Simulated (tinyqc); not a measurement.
RHF in the sto-3g basis, for HF, spin multiplicity 1, step by step. Computed by tinyqc, a small Python program that keeps every step (integrals from PySCF). Settings: charge = 0, multiplicity = 1, basis = sto-3g, energy threshold = 1e-10, iteration cap = 84, orthogonalisation = symmetric, start = core, DIIS depth = 4, method = RHF. Command: `OMP_NUM_THREADS=1 python tinyqc.py 24107 24108 out.jsonl` (the two numbers bound the seeds that draw the settings). One thread of a shared host (Intel(R) Xeon(R) Processor @ 2.60GHz), about 0.05 s of CPU time with the checks. Later iterations appear only in the table of the cycle.

## One-electron integrals

Geometry (angstrom):
```
atom,x,y,z
F,0.00000,0.00000,0.00000
H,0.00000,0.00000,1.15700
```

Basis sto-3g: exponents (1/bohr^2) and contraction coefficients of normalised primitives:
```
element,l (shell),exponent,coefficient
F,s (1),166.67913,0.15433
F,s (1),30.36081,0.53533
F,s (1),8.21682,0.44463
F,s (2),6.46480,-0.09997
F,s (2),1.50228,0.39951
F,s (2),0.48859,0.70012
F,p (3),6.46480,0.15592
F,p (3),1.50228,0.60768
F,p (3),0.48859,0.39196
H,s (1),3.42525,0.15433
H,s (1),0.62391,0.53533
H,s (1),0.16886,0.44463
```

Overlap, kinetic and nuclear-attraction integrals over the contracted functions; the nuclear repulsion is the sum of Za Zb / Rab.

nuclear repulsion = 4.1163309 hartree

overlap S, lower triangle:
```
,1F 1s,1F 2s,1F 2px,1F 2py,1F 2pz,2H 1s
1F 1s,1.00000
1F 2s,0.23799,1.00000
1F 2px,0.00000,0.00000,1.00000
1F 2py,0.00000,0.00000,0.00000,1.00000
1F 2pz,0.00000,0.00000,0.00000,0.00000,1.00000
2H 1s,0.02786,0.30521,0.00000,0.00000,0.26175,1.00000
```

kinetic energy T (hartree), lower triangle:
```
,1F 1s,1F 2s,1F 2px,1F 2py,1F 2pz,2H 1s
1F 1s,36.98458
1F 2s,-0.21286,1.03800
1F 2px,0.00000,0.00000,3.24801
1F 2py,0.00000,0.00000,0.00000,3.24801
1F 2pz,0.00000,0.00000,0.00000,0.00000,3.24801
2H 1s,-0.00773,0.03437,0.00000,0.00000,0.12214,0.76003
```

nuclear attraction V (hartree), lower triangle:
```
,1F 1s,1F 2s,1F 2px,1F 2py,1F 2pz,2H 1s
1F 1s,-77.46695
1F 2s,-9.28566,-11.99806
1F 2px,0.00000,0.00000,-11.88408
1F 2py,0.00000,0.00000,0.00000,-11.88408
1F 2pz,-0.00946,-0.11730,0.00000,0.00000,-11.94825
2H 1s,-1.11403,-2.65586,0.00000,0.00000,-1.97145,-5.27484
```

core Hamiltonian H = T + V (hartree), lower triangle:
```
,1F 1s,1F 2s,1F 2px,1F 2py,1F 2pz,2H 1s
1F 1s,-40.48237
1F 2s,-9.49852,-10.96007
1F 2px,0.00000,0.00000,-8.63606
1F 2py,0.00000,0.00000,0.00000,-8.63606
1F 2pz,-0.00946,-0.11730,0.00000,0.00000,-8.70024
2H 1s,-1.12176,-2.62149,0.00000,0.00000,-1.84931,-4.51481
```

## Two-electron integrals

Functions are numbered as in S; the eight-fold symmetry (ij|kl) = (ji|kl) = (kl|ij) leaves the list below.

Two-electron integrals (ij|kl) in chemists' order, unique and non-zero (hartree):
```
i,j,k,l,(ij|kl)
1,1,1,1,5.40350
2,1,1,1,0.84192
2,1,2,1,0.15630
2,2,1,1,1.26803
2,2,2,1,0.29234
2,2,2,2,0.92617
3,1,3,1,0.02800
3,2,3,1,0.04317
3,2,3,2,0.20459
3,3,1,1,1.26450
3,3,2,1,0.29240
3,3,2,2,0.92596
3,3,3,3,0.99751
4,1,4,1,0.02800
4,2,4,1,0.04317
4,2,4,2,0.20459
4,3,4,3,0.05377
4,4,1,1,1.26450
4,4,2,1,0.29240
4,4,2,2,0.92596
4,4,3,3,0.88997
4,4,4,4,0.99751
5,1,5,1,0.02800
5,2,5,1,0.04317
5,2,5,2,0.20459
5,3,5,3,0.05377
5,4,5,4,0.05377
5,5,1,1,1.26450
5,5,2,1,0.29240
5,5,2,2,0.92596
5,5,3,3,0.88997
5,5,4,4,0.88997
5,5,5,5,0.99751
6,1,1,1,0.09979
6,1,2,1,0.01838
6,1,2,2,0.03420
6,1,3,3,0.03415
6,1,4,4,0.03415
6,1,5,1,0.00074
6,1,5,2,0.00140
6,1,5,5,0.03432
6,1,6,1,0.00218
6,2,1,1,0.26919
6,2,2,1,0.06297
6,2,2,2,0.22454
6,2,3,3,0.22117
6,2,4,4,0.22117
6,2,5,1,0.00428
6,2,5,2,0.03435
6,2,5,5,0.23106
6,2,6,1,0.00752
6,2,6,2,0.06871
6,3,3,1,0.00639
6,3,3,2,0.03863
6,3,5,3,0.00711
6,3,6,3,0.00989
6,4,4,1,0.00639
6,4,4,2,0.03863
6,4,5,4,0.00711
6,4,6,4,0.00989
6,5,1,1,0.19007
6,5,2,1,0.04501
6,5,2,2,0.17182
6,5,3,3,0.16463
6,5,4,4,0.16463
6,5,5,1,0.00906
6,5,5,2,0.06337
6,5,5,5,0.18601
6,5,6,1,0.00559
6,5,6,2,0.06461
6,5,6,5,0.07023
6,6,1,1,0.44958
6,6,2,1,0.10686
6,6,2,2,0.44051
6,6,3,3,0.42640
6,6,4,4,0.42640
6,6,5,1,0.00850
6,6,5,2,0.09736
6,6,5,5,0.46830
6,6,6,1,0.01282
6,6,6,2,0.17849
6,6,6,5,0.19554
6,6,6,6,0.77461
```

## Orthogonalisation

S = U s U^T; symmetric (Loewdin) form X = U s^(-1/2) U^T, so that X^T S X = 1.

eigenvalues of S: 0.56495  0.84866  1.00000  1.00000  1.12880  1.45760

X, lower triangle:
```
,1F 1s,1F 2s,1F 2px,1F 2py,1F 2pz,2H 1s
1F 1s,1.02277
1F 2s,-0.12809,1.06392
1F 2px,0.00000,0.00000,1.00000
1F 2py,0.00000,0.00000,0.00000,1.00000
1F 2pz,-0.00390,0.03493,0.00000,0.00000,1.02923
2H 1s,0.01620,-0.17404,0.00000,0.00000,-0.14621,1.06955
```

## Starting guess

The start is the orbitals of the core Hamiltonian; D = 2 C_occ C_occ^T.

D at the start, lower triangle:
```
,1F 1s,1F 2s,1F 2px,1F 2py,1F 2pz,2H 1s
1F 1s,2.12387
1F 2s,-0.52647,2.23639
1F 2px,0.00000,0.00000,2.00000
1F 2py,0.00000,0.00000,0.00000,2.00000
1F 2pz,-0.01975,0.11056,0.00000,0.00000,2.10164
2H 1s,0.05240,-0.21940,0.00000,0.00000,-0.24411,0.04748
```

## Iteration 1: building the Fock matrix

J_ij = sum D_kl (ij|kl), K_ij = sum D_kl (ik|jl); F = H + J - 0.5 K; E = tr D H + tr D J / 2 - 0.25 tr D K + E_nn.

Coulomb J (hartree), lower triangle:
```
,1F 1s,1F 2s,1F 2px,1F 2py,1F 2pz,2H 1s
1F 1s,20.96210
1F 2s,4.01889,9.94853
1F 2px,0.00000,0.00000,9.94034
1F 2py,0.00000,0.00000,0.00000,9.94034
1F 2pz,0.00262,0.00229,0.00000,0.00000,9.93850
2H 1s,0.47290,2.33284,0.00000,0.00000,1.75091,4.40280
```

exchange K (hartree), lower triangle:
```
,1F 1s,1F 2s,1F 2px,1F 2py,1F 2pz,2H 1s
1F 1s,11.11237
1F 2s,1.94818,3.23829
1F 2px,0.00000,0.00000,2.66784
1F 2py,0.00000,0.00000,0.00000,2.66784
1F 2pz,0.00106,0.00690,0.00000,0.00000,2.66870
2H 1s,0.24338,0.66282,0.00000,0.00000,0.36950,0.21593
```

Fock matrix F (hartree), lower triangle:
```
,1F 1s,1F 2s,1F 2px,1F 2py,1F 2pz,2H 1s
1F 1s,-25.07646
1F 2s,-6.45372,-2.63068
1F 2px,0.00000,0.00000,-0.02964
1F 2py,0.00000,0.00000,0.00000,-0.02964
1F 2pz,-0.00737,-0.11846,0.00000,0.00000,-0.09609
2H 1s,-0.77055,-0.62006,0.00000,0.00000,-0.28315,-0.21997
```

total energy of this density = -97.8820375 hartree

## Iteration 1: diagonalisation and new density

Diagonalise F' = X^T F X, C = X C', fill 5 alpha and 5 beta electrons from the bottom; D = 2 C_occ C_occ^T. Each column has its largest component positive (the first on a tie).

F' = X^T F X (hartree), lower triangle:
```
,1,2,3,4,5,6
1,-24.60642
2,-3.36941,-1.44694
3,0.00000,0.00000,-0.02964
4,0.00000,0.00000,0.00000,-0.02964
5,-0.01468,-0.05514,0.00000,0.00000,-0.02611
6,-0.07152,-0.28991,0.00000,0.00000,-0.27155,-0.01686
```

orbital energies (hartree): MO1 -25.08719, MO2 -1.05663, MO3 -0.22535, MO4 -0.02964, MO5 -0.02964, MO6 0.27284

coefficients C:
```
,MO1,MO2,MO3,MO4,MO5,MO6
1F 1s,0.99450,-0.25499,0.07889,0.00000,0.00000,0.04957
1F 2s,0.02263,0.97290,-0.37684,0.00000,0.00000,-0.30128
1F 2px,0.00000,0.00000,0.00000,-0.03984,0.99921,0.00000
1F 2py,0.00000,0.00000,0.00000,0.99921,0.03984,0.00000
1F 2pz,0.00138,0.11886,0.67179,0.00000,0.00000,-0.78517
2H 1s,-0.00389,0.12109,0.58396,0.00000,0.00000,0.91662
```

D after iteration 1, lower triangle:
```
,1F 1s,1F 2s,1F 2px,1F 2py,1F 2pz,2H 1s
1F 1s,2.12055
1F 2s,-0.51062,2.17813
1F 2px,0.00000,0.00000,2.00000
1F 2py,0.00000,0.00000,0.00000,2.00000
1F 2pz,0.04812,-0.27497,0.00000,0.00000,0.93088
2H 1s,0.02264,-0.20467,0.00000,0.00000,0.81337,0.71136
```

Within a degenerate level the vectors are fixed only up to a rotation; this is one choice.

## Iteration 2: building the Fock matrix

As before.

Coulomb J (hartree), lower triangle:
```
,1F 1s,1F 2s,1F 2px,1F 2py,1F 2pz,2H 1s
1F 1s,20.11899
1F 2s,3.82857,9.47598
1F 2px,0.00000,0.00000,9.48527
1F 2py,0.00000,0.00000,0.00000,9.48527
1F 2pz,-0.00198,0.04999,0.00000,0.00000,9.43084
2H 1s,0.45042,2.28115,0.00000,0.00000,1.75620,4.68915
```

exchange K (hartree), lower triangle:
```
,1F 1s,1F 2s,1F 2px,1F 2py,1F 2pz,2H 1s
1F 1s,11.07686
1F 2s,1.90427,3.07470
1F 2px,0.00000,0.00000,2.61660
1F 2py,0.00000,0.00000,0.00000,2.61660
1F 2pz,0.00400,-0.05037,0.00000,0.00000,1.93157
2H 1s,0.23894,0.79456,0.00000,0.00000,0.74051,1.01319
```

Fock matrix F (hartree), lower triangle:
```
,1F 1s,1F 2s,1F 2px,1F 2py,1F 2pz,2H 1s
1F 1s,-25.90181
1F 2s,-6.62208,-3.02143
1F 2px,0.00000,0.00000,-0.45909
1F 2py,0.00000,0.00000,0.00000,-0.45909
1F 2pz,-0.01344,-0.04213,0.00000,0.00000,-0.23518
2H 1s,-0.79081,-0.73762,0.00000,0.00000,-0.46336,-0.33225
```

total energy of this density = -98.5318872 hartree

## Iteration 2: DIIS over 2 matrices

error matrix X^T (FDS - SDF) X:
```
,1,2,3,4,5,6
1,0.00000,-0.00126,0.00000,0.00000,0.00318,-0.00391
2,0.00126,0.00000,0.00000,0.00000,-0.07446,0.08726
3,0.00000,0.00000,0.00000,0.00000,0.00000,0.00000
4,0.00000,0.00000,0.00000,0.00000,0.00000,0.00000
5,-0.00318,0.07446,0.00000,0.00000,0.00000,0.01040
6,0.00391,-0.08726,0.00000,0.00000,-0.01040,0.00000
```

B (overlaps of the stored error matrices):
```
,1,2
1,9.3367851e-01,7.7225873e-02
2,7.7225873e-02,2.6586872e-02
```

Minimise |sum c_i e_i|^2 with sum c_i = 1: solve [B -1; -1 0][c; lambda] = [0; -1] with B_ij = tr e_i^T e_j, and take F = sum c_i F_i.

DIIS coefficients: -0.06284  1.06284

extrapolated F (hartree), lower triangle:
```
,1F 1s,1F 2s,1F 2px,1F 2py,1F 2pz,2H 1s
1F 1s,-25.95368
1F 2s,-6.63266,-3.04599
1F 2px,0.00000,0.00000,-0.48608
1F 2py,0.00000,0.00000,0.00000,-0.48608
1F 2pz,-0.01382,-0.03733,0.00000,0.00000,-0.24392
2H 1s,-0.79208,-0.74500,0.00000,0.00000,-0.47469,-0.33931
```

## Iteration 2: diagonalisation and new density

As before.

F' = X^T F X (hartree), lower triangle:
```
,1,2,3,4,5,6
1,-25.48403
2,-3.39741,-1.83273
3,0.00000,0.00000,-0.48608
4,0.00000,0.00000,0.00000,-0.48608
5,-0.03492,0.06704,0.00000,0.00000,-0.12094
6,-0.06753,-0.36351,0.00000,0.00000,-0.46599,-0.05849
```

orbital energies (hartree): MO1 -25.96295, MO2 -1.44483, MO3 -0.51900, MO4 -0.48608, MO5 -0.48608, MO6 0.43058

coefficients C:
```
,MO1,MO2,MO3,MO4,MO5,MO6
1F 1s,0.99496,-0.25743,0.05607,0.00000,0.00000,0.05809
1F 2s,0.02080,0.99117,-0.29051,0.00000,0.00000,-0.33555
1F 2px,0.00000,0.00000,0.00000,0.02312,0.99973,0.00000
1F 2py,0.00000,0.00000,0.00000,0.99973,-0.02312,0.00000
1F 2pz,0.00143,0.03593,0.68492,0.00000,0.00000,-0.78200
2H 1s,-0.00352,0.10065,0.58577,0.00000,0.00000,0.91794
```

D after iteration 2, lower triangle:
```
,1F 1s,1F 2s,1F 2px,1F 2py,1F 2pz,2H 1s
1F 1s,2.11872
1F 2s,-0.50150,2.13449
1F 2px,0.00000,0.00000,2.00000
1F 2py,0.00000,0.00000,0.00000,2.00000
1F 2pz,0.06114,-0.32666,0.00000,0.00000,0.94081
2H 1s,0.00687,-0.14097,0.00000,0.00000,0.80963,0.70653
```

Within a degenerate level the vectors are fixed only up to a rotation; this is one choice.

## Iteration 3: building the Fock matrix

As before.

Coulomb J (hartree), lower triangle:
```
,1F 1s,1F 2s,1F 2px,1F 2py,1F 2pz,2H 1s
1F 1s,20.10919
1F 2s,3.82661,9.47187
1F 2px,0.00000,0.00000,9.48051
1F 2py,0.00000,0.00000,0.00000,9.48051
1F 2pz,-0.00530,0.03336,0.00000,0.00000,9.42804
2H 1s,0.45008,2.27803,0.00000,0.00000,1.75129,4.68298
```

exchange K (hartree), lower triangle:
```
,1F 1s,1F 2s,1F 2px,1F 2py,1F 2pz,2H 1s
1F 1s,11.07493
1F 2s,1.90498,3.06738
1F 2px,0.00000,0.00000,2.61356
1F 2py,0.00000,0.00000,0.00000,2.61356
1F 2pz,0.00324,-0.09349,0.00000,0.00000,1.93933
2H 1s,0.23870,0.80536,0.00000,0.00000,0.73339,1.02161
```

Fock matrix F (hartree), lower triangle:
```
,1F 1s,1F 2s,1F 2px,1F 2py,1F 2pz,2H 1s
1F 1s,-25.91065
1F 2s,-6.62439,-3.02189
1F 2px,0.00000,0.00000,-0.46233
1F 2py,0.00000,0.00000,0.00000,-0.46233
1F 2pz,-0.01638,-0.03720,0.00000,0.00000,-0.24186
2H 1s,-0.79103,-0.74613,0.00000,0.00000,-0.46471,-0.34263
```

total energy of this density = -98.5363427 hartree

## Iteration 3: DIIS over 3 matrices

error matrix X^T (FDS - SDF) X:
```
,1,2,3,4,5,6
1,0.00000,0.00093,0.00000,0.00000,0.00514,-0.00591
2,-0.00093,0.00000,0.00000,0.00000,-0.01282,0.01486
3,0.00000,0.00000,0.00000,0.00000,0.00000,0.00000
4,0.00000,0.00000,0.00000,0.00000,0.00000,0.00000
5,-0.00514,0.01282,0.00000,0.00000,0.00000,0.00079
6,0.00591,-0.01486,0.00000,0.00000,-0.00079,0.00000
```

B (overlaps of the stored error matrices), lower triangle:
```
,1,2,3
1,9.3367851e-01
2,7.7225873e-02,2.6586872e-02
3,1.3961515e-02,4.5955724e-03,8.9599431e-04
```

As before.

DIIS coefficients: -0.00143  -0.19760  1.19903

extrapolated F (hartree), lower triangle:
```
,1F 1s,1F 2s,1F 2px,1F 2py,1F 2pz,2H 1s
1F 1s,-25.91359
1F 2s,-6.62509,-3.02253
1F 2px,0.00000,0.00000,-0.46359
1F 2py,0.00000,0.00000,0.00000,-0.46359
1F 2pz,-0.01697,-0.03611,0.00000,0.00000,-0.24339
2H 1s,-0.79110,-0.74800,0.00000,0.00000,-0.46524,-0.34486
```

## Iteration 3: diagonalisation and new density

As before.

F' = X^T F X (hartree), lower triangle:
```
,1,2,3,4,5,6
1,-25.44362
2,-3.39790,-1.80660
3,0.00000,0.00000,-0.46359
4,0.00000,0.00000,0.00000,-0.46359
5,-0.03842,0.06826,0.00000,0.00000,-0.12317
6,-0.06588,-0.36990,0.00000,0.00000,-0.45521,-0.06588
```

orbital energies (hartree): MO1 -25.92295, MO2 -1.42361, MO3 -0.51083, MO4 -0.46359, MO5 -0.46359, MO6 0.41811

coefficients C:
```
,MO1,MO2,MO3,MO4,MO5,MO6
1F 1s,0.99493,-0.25674,0.05762,0.00000,0.00000,0.06010
1F 2s,0.02092,0.98682,-0.29651,0.00000,0.00000,-0.34302
1F 2px,0.00000,0.00000,0.00000,-0.02335,0.99973,0.00000
1F 2py,0.00000,0.00000,0.00000,0.99973,0.02335,0.00000
1F 2pz,0.00157,0.03521,0.68639,0.00000,0.00000,-0.78075
2H 1s,-0.00357,0.11097,0.58303,0.00000,0.00000,0.91848
```

D after iteration 3, lower triangle:
```
,1F 1s,1F 2s,1F 2px,1F 2py,1F 2pz,2H 1s
1F 1s,2.11824
1F 2s,-0.49925,2.12435
1F 2px,0.00000,0.00000,2.00000
1F 2py,0.00000,0.00000,0.00000,2.00000
1F 2pz,0.06414,-0.33748,0.00000,0.00000,0.94473
2H 1s,0.00311,-0.12688,0.00000,0.00000,0.80818,0.70451
```

Within a degenerate level the vectors are fixed only up to a rotation; this is one choice.

## Iteration 4: building the Fock matrix

As before.

Coulomb J (hartree), lower triangle:
```
,1F 1s,1F 2s,1F 2px,1F 2py,1F 2pz,2H 1s
1F 1s,20.10789
1F 2s,3.82639,9.47151
1F 2px,0.00000,0.00000,9.47997
1F 2py,0.00000,0.00000,0.00000,9.47997
1F 2pz,-0.00600,0.02976,0.00000,0.00000,9.42806
2H 1s,0.45003,2.27743,0.00000,0.00000,1.75025,4.68137
```

exchange K (hartree), lower triangle:
```
,1F 1s,1F 2s,1F 2px,1F 2py,1F 2pz,2H 1s
1F 1s,11.07443
1F 2s,1.90525,3.06565
1F 2px,0.00000,0.00000,2.61288
1F 2py,0.00000,0.00000,0.00000,2.61288
1F 2pz,0.00334,-0.10255,0.00000,0.00000,1.94239
2H 1s,0.23860,0.80760,0.00000,0.00000,0.73178,1.02267
```

Fock matrix F (hartree), lower triangle:
```
,1F 1s,1F 2s,1F 2px,1F 2py,1F 2pz,2H 1s
1F 1s,-25.91170
1F 2s,-6.62475,-3.02138
1F 2px,0.00000,0.00000,-0.46253
1F 2py,0.00000,0.00000,0.00000,-0.46253
1F 2pz,-0.01713,-0.03626,0.00000,0.00000,-0.24338
2H 1s,-0.79103,-0.74785,0.00000,0.00000,-0.46494,-0.34477
```

total energy of this density = -98.5364937 hartree

## Iteration 4: DIIS over 4 matrices

error matrix X^T (FDS - SDF) X:
```
,1,2,3,4,5,6
1,0.00000,0.00007,0.00000,0.00000,0.00027,-0.00030
2,-0.00007,0.00000,0.00000,0.00000,-0.00027,0.00025
3,0.00000,0.00000,0.00000,0.00000,0.00000,0.00000
4,0.00000,0.00000,0.00000,0.00000,0.00000,0.00000
5,-0.00027,0.00027,0.00000,0.00000,0.00000,-0.00020
6,0.00030,-0.00025,0.00000,0.00000,0.00020,0.00000
```

B (overlaps of the stored error matrices), lower triangle:
```
,1,2,3,4
1,9.3367851e-01
2,7.7225873e-02,2.6586872e-02
3,1.3961515e-02,4.5955724e-03,8.9599431e-04
4,7.4682892e-05,8.3520029e-05,2.0533136e-05,6.9489242e-07
```

As before.

DIIS coefficients: 0.00031  0.00706  -0.06523  1.05786

extrapolated F (hartree), lower triangle:
```
,1F 1s,1F 2s,1F 2px,1F 2py,1F 2pz,2H 1s
1F 1s,-25.91144
1F 2s,-6.62470,-3.02123
1F 2px,0.00000,0.00000,-0.46239
1F 2py,0.00000,0.00000,0.00000,-0.46239
1F 2pz,-0.01715,-0.03627,0.00000,0.00000,-0.24337
2H 1s,-0.79102,-0.74785,0.00000,0.00000,-0.46489,-0.34478
```

## Iteration 4: diagonalisation and new density

As before.

F' = X^T F X (hartree), lower triangle:
```
,1,2,3,4,5,6
1,-25.44145
2,-3.39794,-1.80525
3,0.00000,0.00000,-0.46239
4,0.00000,0.00000,0.00000,-0.46239
5,-0.03858,0.06808,0.00000,0.00000,-0.12327
6,-0.06579,-0.36995,0.00000,0.00000,-0.45481,-0.06592
```

orbital energies (hartree): MO1 -25.92080, MO2 -1.42237, MO3 -0.51040, MO4 -0.46239, MO5 -0.46239, MO6 0.41769

coefficients C:
```
,MO1,MO2,MO3,MO4,MO5,MO6
1F 1s,0.99493,-0.25671,0.05770,0.00000,0.00000,0.06015
1F 2s,0.02092,0.98667,-0.29681,0.00000,0.00000,-0.34320
1F 2px,0.00000,0.00000,0.00000,-0.00487,0.99999,0.00000
1F 2py,0.00000,0.00000,0.00000,0.99999,0.00487,0.00000
1F 2pz,0.00157,0.03536,0.68651,0.00000,0.00000,-0.78063
2H 1s,-0.00358,0.11130,0.58284,0.00000,0.00000,0.91857
```

D after iteration 4, lower triangle:
```
,1F 1s,1F 2s,1F 2px,1F 2py,1F 2pz,2H 1s
1F 1s,2.11823
1F 2s,-0.49920,2.12410
1F 2px,0.00000,0.00000,2.00000
1F 2py,0.00000,0.00000,0.00000,2.00000
1F 2pz,0.06420,-0.33768,0.00000,0.00000,0.94509
2H 1s,0.00300,-0.12650,0.00000,0.00000,0.80810,0.70420
```

Within a degenerate level the vectors are fixed only up to a rotation; this is one choice.

## Iteration 7 (converged): orbitals

converged F (hartree), lower triangle:
```
,1F 1s,1F 2s,1F 2px,1F 2py,1F 2pz,2H 1s
1F 1s,-25.91152
1F 2s,-6.62472,-3.02127
1F 2px,0.00000,0.00000,-0.46242
1F 2py,0.00000,0.00000,0.00000,-0.46242
1F 2pz,-0.01715,-0.03626,0.00000,0.00000,-0.24339
2H 1s,-0.79102,-0.74788,0.00000,0.00000,-0.46495,-0.34481
```

As before.

F' = X^T F X (hartree), lower triangle:
```
,1,2,3,4,5,6
1,-25.44153
2,-3.39794,-1.80528
3,0.00000,0.00000,-0.46242
4,0.00000,0.00000,0.00000,-0.46242
5,-0.03859,0.06809,0.00000,0.00000,-0.12327
6,-0.06579,-0.36997,0.00000,0.00000,-0.45486,-0.06593
```

orbital energies (hartree): MO1 -25.92089, MO2 -1.42242, MO3 -0.51046, MO4 -0.46242, MO5 -0.46242, MO6 0.41775

coefficients C:
```
,MO1,MO2,MO3,MO4,MO5,MO6
1F 1s,0.99493,-0.25671,0.05770,0.00000,0.00000,0.06015
1F 2s,0.02092,0.98667,-0.29681,0.00000,0.00000,-0.34320
1F 2px,0.00000,0.00000,0.00000,-0.06886,0.99763,0.00000
1F 2py,0.00000,0.00000,0.00000,0.99763,0.06886,0.00000
1F 2pz,0.00157,0.03536,0.68650,0.00000,0.00000,-0.78064
2H 1s,-0.00358,0.11131,0.58284,0.00000,0.00000,0.91857
```

D after iteration 7, lower triangle:
```
,1F 1s,1F 2s,1F 2px,1F 2py,1F 2pz,2H 1s
1F 1s,2.11823
1F 2s,-0.49920,2.12410
1F 2px,0.00000,0.00000,2.00000
1F 2py,0.00000,0.00000,0.00000,2.00000
1F 2pz,0.06420,-0.33769,0.00000,0.00000,0.94508
2H 1s,0.00300,-0.12649,0.00000,0.00000,0.80810,0.70421
```

Within a degenerate level the vectors are fixed only up to a rotation; this is one choice.

## Convergence

Stop when the energy changes by less than 1e-10 hartree and every element of the error matrix X^T (F D S - S D F) X is below 3e-06.

Course of the cycle:
```
iteration,E (hartree),change,largest element of the error matrix
1,-97.8820375,-,5.31e-01
2,-98.5318872,-6.50e-01,8.73e-02
3,-98.5363427,-4.46e-03,1.49e-02
4,-98.5364937,-1.51e-04,3.04e-04
5,-98.5364938,-1.00e-07,1.33e-05
6,-98.5364938,-1.21e-10,1.82e-07
7,-98.5364938,-8.53e-14,1.32e-09
```

PySCF RHF in the same basis = -98.5364938 hartree

Converged in 7 iterations.

## Populations, bond orders and dipole

Mulliken: Z minus the diagonal of D S on the atom; Loewdin: the same with S^(1/2) D S^(1/2); Mayer order: 2 sum_s sum (D(s) S)_ij (D(s) S)_ji over the two atoms.

Charges (e):
```
atom,Mulliken,Loewdin
1F,-0.12279,-0.09867
2H,0.12279,0.09867
```

Mayer bond orders:
```
pair,order
2-1,0.98492
```

dipole moment about the origin, x y z (debye): 0.00000  0.00000  1.08501
